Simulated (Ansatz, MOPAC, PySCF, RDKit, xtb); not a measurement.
Dimer: CH4O (SMILES CO) (first 6 atoms) with H2O (SMILES O); geometry from S66by8 set.
(charge 0, multiplicity 1):
```xyz
9

O     -1.02234     0.44484    -0.00346
H     -0.05807     0.41237    -0.00310
C     -1.48377    -0.89061     0.00481
H     -2.57006    -0.85922     0.00395
H     -1.16174    -1.45009    -0.87671
H     -1.16281    -1.43879     0.89381
O      2.12458     0.34074    -0.00076
H      2.56379     0.72889    -0.76063
H      2.56247     0.74335     0.75233
```

Interaction energies are E(AB) − E(A) − E(B) at the monomers' geometry in the complex; basis-set methods are counterpoise corrected. Rows marked so take none. RDKit's UFF carries no charges.

Rows in 6-31G* carry no dispersion term and start afresh at each structure (6-31G* with six Cartesian d functions). The state that AM1, PM3 reach isn't checked.

Codes used: Ansatz (Gaussian orbitals); MOPAC for AM1, PM3 (differences of heats of formation); PySCF for 6-31G* rows, the dispersion terms; RDKit for the force fields; xtb for the GFN methods. Values without a source in brackets are computed.

```tsv
level	interaction energy (kcal/mol)
MMFF94	-4.64
UFF	3.29
AM1	-2.88
PM3	-1.46
GFN1-xTB	-4.28
BP86/6-31G* (no counterpoise)	…
B3LYP/def2-TZVPPD	…
B3LYP-D3(BJ)/def2-TZVPPD	-4.66
wB97M-V/def2-TZVPPD	-4.58
```

Complete the blanks.


- BP86/6-31G* (no counterpoise), interaction energy (kcal/mol): -5.97
- B3LYP/def2-TZVPPD, interaction energy (kcal/mol): -3.99

Ansatz is a quantum-chemistry and plane-wave program.
